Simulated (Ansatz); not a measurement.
# BClH3N: molecular dynamics

Purpose: to follow the molecule's vibrations and see whether its bonds hold. The start is relaxed first. Runs: 300 steps of 1 fs under a Langevin thermostat at 100 K. SMILES of the start: NBCl.

All numbers below are computed with Ansatz 0.2.0 (RKS PBE/6-31G*).

**1. The starting structure**

Bond lengths: B1–Cl2 1.860 Å, B1–H3 1.190 Å, B1–N4 1.550 Å, N4–H5 1.060 Å, N4–H6 1.060 Å. Angles: Cl2–B1–H3 120.0°, Cl2–B1–N4 120.0°, H3–B1–N4 120.0°, B1–N4–H5 120.0°, B1–N4–H6 120.0°, H5–N4–H6 120.0°.

Coordinates:

```xyz
6

B     0.0000    0.0000    0.0000
Cl    0.0000    0.0000    1.8600
H     1.0305    0.0000   -0.5950
N    -1.3423    0.0000   -0.7750
H    -2.0112   -0.8164   -0.6764
H    -1.5914    0.8164   -1.4036
```

**2. Preparing the start**

input.yaml

```yaml
crystal:
  periodic: [false, false, false]
  atoms:
    - { symbol: B, position_ang: [0.0, 0.0, 0.0] }
    - { symbol: Cl, position_ang: [0.0, 0.0, 1.86] }
    - { symbol: H, position_ang: [1.0305, 0.0, -0.595] }
    - { symbol: "N", position_ang: [-1.3423, 0.0, -0.775] }
    - { symbol: H, position_ang: [-2.0112, -0.8164, -0.6764] }
    - { symbol: H, position_ang: [-1.5914, 0.8164, -1.4036] }
basis:
  gaussian: { orbitals: "6-31G*" }
hamiltonian:
  xc: pbe
relax:
  f_tol: 0.02
  max_steps: 40
output:
  orbitals: {}
```

Command:

```console
$ ansatz run input.yaml --threads 1 --pin off --max-ram 2048MiB --backend cpu --events-out ev --progress --plain --runs-dir out
```

The runs that follow: Dynamics.

Q: Predict the outcome of this session. Wanted: relaxation of the start; temperature, first and last step; temperature, second half; potential energy, second half; bonds formed or broken.

As calculated:

```
                        quantity                         value
         relaxation of the start       6 moves, 1.348 eV lower
                          length             300 steps of 1 fs
temperature, first and last step                  83 and 125 K
        temperature, second half  mean 127 K, from 51 to 216 K
   potential energy, second half    +9 meV/atom from the start
          bonds formed or broken                             0
```

In words: Against a set 100 K the second half averages 127 K with a spread of 37 K. The bonds all hold. 300 fs on 6 atoms is far too short and small for converged averages. The nuclei move classically, without zero-point motion, which matters most for hydrogen.
